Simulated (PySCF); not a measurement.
**How far each method lies from RCCSDT(Q) for HCl, singlet**

Geometry: MP2(full)/6-31G*, from the G2/97 set.

```xyz
2

Cl    0.0000    0.0000    0.0000
H     0.0000    0.0000    1.2800
```

Basis cc-pV(Q+d)Z; PySCF 2.14.0. Correlated methods freeze the noble-gas cores, which leaves 8 electrons in 89 orbitals. Prefix R: restricted or restricted open-shell reference.

Full CI isn't at hand for all of this; RCCSDT(Q) serves as the reference, and is uncertain by the last step of the cluster series or more.

* T1 diagnostic (ROHF- or RHF-based CCSD): 0.0063
* largest doubles amplitude (ROHF- or RHF-based CCSD): 0.036

| level | E − E(RCCSDT(Q)) (mEh) | share of correlation (%) | wall time |
| --- | --- | --- | --- |
| RHF | 253.04 | 0.00 | – |
| RMP2 | 29.85 | 88.20 | – |
| RCCSD | 10.64 | 95.80 | – |
| RCCSD(T) | 0.95 | 99.62 | 17 s |
| RCCSDT | 0.41 | 99.84 | – |

The correlation energy at RCCSDT(Q), counted from RHF, is -6.886 eV. That run took 27 min on 1 thread of Intel Xeon 6975P-C, shared host.

Times are those of the correlated step on a shared host, with one SCF added for the restricted CCSD run.
